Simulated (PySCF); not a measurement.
Gas-phase reaction: 4 HBO2 + H2 ⇌ 2 BO + 2 B(OH)3

Energies from PySCF (xtb for GFN2), thermal terms from the rigid-rotor harmonic-oscillator model, ideal gas at 1 bar. † marks an energy on the PBE0/def2-TZVP geometry and frequencies; other levels use their own. MP2 freezes the core. Open shells (unrestricted): BO (multiplicity 2); the rest are closed-shell singlets. GFN2 has no spin-polarisation term. B3LYP is the form with VWN-RPA correlation. MP2 isn't extrapolated to the basis-set limit; its ΔH°(298 K) is 228.5 kJ in def2-SVP and 218.8 kJ in def2-TZVPP. The harmonic model lacks anharmonicity and excited electronic states, which grow with temperature; levels with a mode under 35 cm⁻¹ are left out. Internal rotation in B(OH)3 is treated as a harmonic vibration of one conformer, which makes the entropy rough.

```csv
level,"ΔE electronic, kJ","ΔH°(298 K), kJ","ΔS°(298 K), J/K","ΔG°(1200 K), kJ"
B3LYP/def2-TZVP†,221,254,-154,441
BLYP/def2-TZVP†,255,287,-154,474
GFN2-xTB,387,419,-159,613
MP2/def2-SVP†,196,229,-154,416
MP2/def2-TZVPP†,186,219,-154,406
PBE0/def2-TZVP,171,204,-154,391
ωB97X-V/def2-TZVP†,193,225,-154,412
```
ΔH° is lowest at PBE0/def2-TZVP and highest at GFN2-xTB. No reference value is set beside these.
